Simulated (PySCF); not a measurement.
Run record: EPR job, `[CH2][C@@H](C)OC` [radical].

Method: UKS B3LYP, pcH-1 on C H O, non-relativistic, mean-field spin-orbit, GIAO (PySCF 2.14.0). Geometry: GFN2-xTB. A driver script takes a list of jobs; this job's settings line and coordinates (Å) are shown.

Command:
```bash
OMP_NUM_THREADS=1 python probes_run.py task.json out
```

Input:
```
{"job": {"kind": "epr", "basis": "pcH-1"}, "charge": 0, "multiplicity": 2}
C     -0.080107     0.255097    -1.470793
C     -0.322852     0.283767    -0.015577
C     -1.795062    -0.050023     0.309395
O      0.464456    -0.657789     0.693950
C      1.830958    -0.341895     0.721660
H      0.287262    -0.639413    -1.933541
H     -0.432579     1.057718    -2.087327
H     -0.116433     1.300076     0.375784
H     -1.944289    -0.002892     1.384243
H     -2.017246    -1.055995    -0.033515
H     -2.455488     0.656710    -0.183809
H      2.005471     0.618340     1.225566
H      2.320910    -1.137439     1.279643
H      2.254320    -0.286735    -0.287846
```

Output:
```
UKS, coarse grid
  cycle   1  E = -232.93025703  |g| = 4.53e-01
  cycle   2  E = -232.82788677  |g| = 7.02e-01
  cycle   3  E = -233.00904572  |g| = 7.71e-02
  cycle   4  E = -233.01104779  |g| = 3.15e-02
  cycle   5  E = -233.01150463  |g| = 4.34e-03
  cycle   6  E = -233.01151530  |g| = 2.00e-03
  cycle   7  E = -233.01151699  |g| = 8.94e-04
UKS, final grid
  cycle   1  E = -233.01151464  |g| = 1.01e-03
  cycle   2  E = -233.01151438  |g| = 1.26e-03
  cycle   3  E = -233.01151514  |g| = 6.32e-05
  cycle   4  E = -233.01151514  |g| = 4.53e-05
  cycle   5  E = -233.01151514  |g| = 7.71e-06
E = -233.01151514 Eh   <S^2> = 0.7535 (exact 0.7500)
g shifts (ppm)      1          2          3
  rmc          -140       -140       -140
  gc              3         38         28
  oz_so          45        501        634
  total         -92        399        522
hyperfine (MHz)  atom isotope    a_iso     a_fc   dipolar eigenvalues
    0   13C      94.09      94.09    -81.10    -80.59    161.70
    1   13C     -33.39     -33.39     -2.40     -0.61      3.02
    2   13C      81.01      81.01     -5.74     -5.58     11.32
    3   17O      -4.55      -4.55     -2.30      0.81      1.49
    4   13C       0.93       0.93     -1.60     -0.10      1.70
    5    1H     -61.10     -61.10    -39.34     -0.05     39.38
    6    1H     -62.18     -62.18    -39.17     -0.37     39.53
    7    1H      61.87      61.87     -5.68     -4.43     10.11
    8    1H      23.45      23.45     -3.57     -1.65      5.22
    9    1H      -3.95      -3.95     -5.68     -2.16      7.84
   10    1H      -0.81      -0.81     -5.53     -2.54      8.07
   11    1H      -0.29      -0.29     -1.89     -1.67      3.56
   12    1H      -0.21      -0.21     -1.54     -1.19      2.73
   13    1H       1.96       1.96     -5.31     -3.24      8.55
```

rmc, gc and oz_so are the mass-correction, gauge-correction and orbital-Zeeman/spin–orbit parts of the g shift along its three principal axes; a_iso is the isotropic hyperfine coupling and a_fc its Fermi-contact part. The program numbers atoms from 0.

Get g_iso from the total shifts.

Their mean is 276 ppm; added to g_e = 2.002319 it gives 2.00260.

Summary of the converged run: ⟨S²⟩ 0.754; g_iso 2.0026.

The structure is a single GFN2-xTB conformer in the gas phase; no vibrational or solvent corrections.

On one thread, Arm Neoverse V2 (aarch64), no GPU, shared host with 192 logical CPUs at a one-minute load of 58, this took 25 s (with the writing of density and orbital grids) and 0.85 GiB of memory at its peak.
Labels such as C1 count atoms from 1, the log's own numbers from 0.
